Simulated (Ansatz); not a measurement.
# Low triplet and quintet states of H$_{3}$S⁺ by full CI

```xyz
4

S     0.0000   -0.0391    0.0000
H     0.0000    1.3184    0.0000
H     0.0000   -0.0372    1.5201
H     0.0000   -0.0372   -1.5201
```

Basis 6-31G; Ansatz 0.2.0. Correlated methods freeze the noble-gas cores, which leaves 8 electrons in 14 orbitals.

Q: From the orbital picture of this species, estimate the order, symmetries and energies of the lowest 4 triplet and 2 quintet states at this geometry (other spins aside; irreps A1, B1, B2, A2 in the program's axes; members of a degenerate level count singly).

A: Full CI in 6-31G gives:
| 2S+1 | irrep | energy above the lowest listed (eV) |
| --- | --- | --- |
| 3 | B1 | 0.000 |
| 3 | A1 | 4.075 |
| 3 | B2 | 4.731 |
| 3 | B1 | 5.741 |
| 5 | B1 | 9.578 |
| 5 | B1 | 11.425 |

6 s on 1 thread of Arm Neoverse V1, shared host.
